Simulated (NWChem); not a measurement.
System: CH₃O, doublet; SMILES C[O]

Here is an NWChem input.

```
start job
memory heap 200 mb stack 900 mb global 1100 mb
geometry units angstroms noautosym nocenter noautoz
  C     -0.006837    -0.565579     0.038175
  O     -0.011847     0.768743    -0.125853
  H      0.579607    -1.144467    -0.727205
  H      0.547231    -0.755966     1.007569
  H     -1.014655    -1.035955     0.205085
end
basis spherical
  * library def2-tzvp
end
dft
  odft
  mult 2
  xc b3lyp
  iterations 150
end
property
  efieldgrad
end
task dft property
```

NWChem printed, in part:

```
             Northwest Computational Chemistry Package (NWChem) 7.3.0
             --------------------------------------------------------

                             Geometry "geometry" -> ""
                             -------------------------

 Output coordinates in angstroms (scale by  1.889725989 to convert to a.u.)

  No.       Tag          Charge          X              Y              Z
 ---- ---------------- ---------- -------------- -------------- --------------
    1 C                    6.0000    -0.00683700    -0.56557900     0.03817500
    2 O                    8.0000    -0.01184700     0.76874300    -0.12585300
    3 H                    1.0000     0.57960700    -1.14446700    -0.72720500
    4 H                    1.0000     0.54723100    -0.75596600     1.00756900
    5 H                    1.0000    -1.01465500    -1.03595500     0.20508500

 Effective nuclear repulsion energy (a.u.)      34.4116563064

                              NWChem Property Module
                              ----------------------

  itol2e modified to match energy
  convergence criterion.

                                 NWChem DFT Module
                                 -----------------

 Summary of "ao basis" -> "ao basis" (spherical)
 ------------------------------------------------------------------------------
       Tag                 Description            Shells   Functions and Types
 ---------------- ------------------------------  ------  ---------------------
 C                         def2-tzvp                11       31   5s3p2d1f
 O                         def2-tzvp                11       31   5s3p2d1f
 H                         def2-tzvp                 4        6   3s1p

  itol2e modified to match energy
  convergence criterion.

            General Information
            -------------------
          SCF calculation type: DFT
          Wavefunction type:  spin polarized.
          No. of atoms     :     5
          No. of electrons :    17
           Alpha electrons :     9
            Beta electrons :     8
          Charge           :     0
          Spin multiplicity:     2
          Use of symmetry is: off; symmetry adaption is: off
          Maximum number of iterations: 150
          AO basis - number of functions:    80
                     number of shells:    34
          Convergence on energy requested:  1.00D-07
          Convergence on density requested:  1.00D-05
          Convergence on gradient requested:  5.00D-04

              XC Information
              --------------
                         B3LYP Method XC Potential
                     Hartree-Fock (Exact) Exchange  0.200
                        Slater Exchange Functional  0.800 local
                    Becke 1988 Exchange Functional  0.720 non-local
              Lee-Yang-Parr Correlation Functional  0.810
                  VWN I RPA Correlation Functional  0.190 local

             Grid Information
             ----------------
          Grid used for XC integration:  fine
          Radial quadrature: Mura-Knowles
          Angular quadrature: Lebedev.
          Tag              B.-S. Rad. Rad. Pts. Rad. Cut. Ang. Pts.
          ---              ---------- --------- --------- ---------
          C                   0.70       70           7.0       590
          O                   0.60       70           8.0       590
          H                   0.35       60           8.0       590
          Grid pruning is: on
          Number of quadrature shells:   320
          Spatial weights used:  Erf1

      Superposition of Atomic Density Guess
      -------------------------------------

 Sum of atomic energies:        -113.95506305

      Non-variational initial energy
      ------------------------------

 Total energy =    -114.535608
 1-e energy   =    -222.912735
 2-e energy   =      73.965471
 HOMO         =      -0.322251
 LUMO         =       0.104989

[...]

          -----------------------
          Electric field gradient
          -----------------------

 1 a.u. = 0.324123 10**(16) esu/cm**3  ( or statvolts/cm**2 ) = 0.97174 10**(22) v/m**2

 ------------------------------------------------------------
   Atom      X         Y         Z
 ------------------------------------------------------------
    1 C   -0.01292  -1.06879   0.07214
 ------------------------------------------------------------

 Electric field gradient in molecular frame (a.u.)
         XX             YY             ZZ             XY             XZ             YZ
 ------------------------------------------------------------------------------------------
        0.121638      -0.171579       0.049942       0.018836      -0.055284       0.069905

 Principal components (a.u.) and orientation
 of principal axis w.r.t. absolute frame                      Asymmetry parameter eta
 --------------------------------------------------------------------------------------
       -0.195423       0.152666       0.042756                       0.562420

       -0.107807       0.861904       0.495479
        0.949460      -0.058521       0.308385
       -0.294794      -0.503684       0.812034

 ------------------------------------------------------------
   Atom      X         Y         Z
 ------------------------------------------------------------
    2 O   -0.02239   1.45271  -0.23783
 ------------------------------------------------------------

 Electric field gradient in molecular frame (a.u.)
         XX             YY             ZZ             XY             XZ             YZ
 ------------------------------------------------------------------------------------------
        1.378408      -0.561072      -0.817336      -0.203530      -1.958689       0.012732

 Principal components (a.u.) and orientation
 of principal axis w.r.t. absolute frame                      Asymmetry parameter eta
 --------------------------------------------------------------------------------------
        2.536634      -1.970878      -0.565755                       0.553932

        0.861945       0.506698       0.017535
       -0.058703       0.065387       0.996132
       -0.503591       0.859640      -0.086105

 ------------------------------------------------------------
   Atom      X         Y         Z
 ------------------------------------------------------------
    3 H    1.09530  -2.16273  -1.37422
 ------------------------------------------------------------

 Electric field gradient in molecular frame (a.u.)
         XX             YY             ZZ             XY             XZ             YZ
 ------------------------------------------------------------------------------------------
        0.026663       0.019856      -0.046519       0.094307       0.132340      -0.122836

 Principal components (a.u.) and orientation
 of principal axis w.r.t. absolute frame                      Asymmetry parameter eta
 --------------------------------------------------------------------------------------
       -0.239648       0.127399       0.112249                       0.063214

       -0.520769       0.806303       0.280491
        0.512449       0.032466       0.858104
        0.682785       0.590611      -0.430096

 ------------------------------------------------------------
   Atom      X         Y         Z
 ------------------------------------------------------------
    4 H    1.03412  -1.42857   1.90403
 ------------------------------------------------------------

 Electric field gradient in molecular frame (a.u.)
         XX             YY             ZZ             XY             XZ             YZ
 ------------------------------------------------------------------------------------------
        0.039690       0.101596      -0.141286       0.029237      -0.153658       0.053015

 Principal components (a.u.) and orientation
 of principal axis w.r.t. absolute frame                      Asymmetry parameter eta
 --------------------------------------------------------------------------------------
       -0.239853       0.127579       0.112274                       0.063811

        0.488264       0.861663       0.138328
       -0.174569      -0.058868       0.982884
        0.855058      -0.504054       0.121677

 ------------------------------------------------------------
   Atom      X         Y         Z
 ------------------------------------------------------------
    5 H   -1.91742  -1.95767   0.38755
 ------------------------------------------------------------

 Electric field gradient in molecular frame (a.u.)
         XX             YY             ZZ             XY             XZ             YZ
 ------------------------------------------------------------------------------------------
       -0.170982       0.051473       0.119509      -0.131212       0.048171       0.022639

 Principal components (a.u.) and orientation
 of principal axis w.r.t. absolute frame                      Asymmetry parameter eta
 --------------------------------------------------------------------------------------
       -0.239654       0.127402       0.112252                       0.063213

        0.897512       0.124919      -0.422927
        0.415913       0.079017       0.905965
       -0.146590       0.989015      -0.018963
```

Level: B3LYP/def2-TZVP, spin-unrestricted. The radical's symmetric form is orbitally degenerate, so geometry and low modes hang on which distorted state is reached. Structure relaxed at the PBE-D3(BJ)/def2-SVP, spin-unrestricted level. No stability test was run on the SCF state. B3LYP is NWChem's, with the RPA form of VWN correlation. NWChem prints the field gradient with the sign opposite to the second derivative of the potential.
